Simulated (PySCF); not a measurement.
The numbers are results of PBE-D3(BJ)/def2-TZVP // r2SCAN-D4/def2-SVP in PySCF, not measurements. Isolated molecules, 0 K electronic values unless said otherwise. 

Reference species (SMILES): `[OH]` (neutral, multiplicity 2).

* **dipole moment**: 1.73 D

Changed species: `[NH2]` (free radical NH2; the reference has free radical OH).

Q: Give the shifts of the dipole moment.

A: the dipole moment goes up by 0.19 D, to 1.92 D.
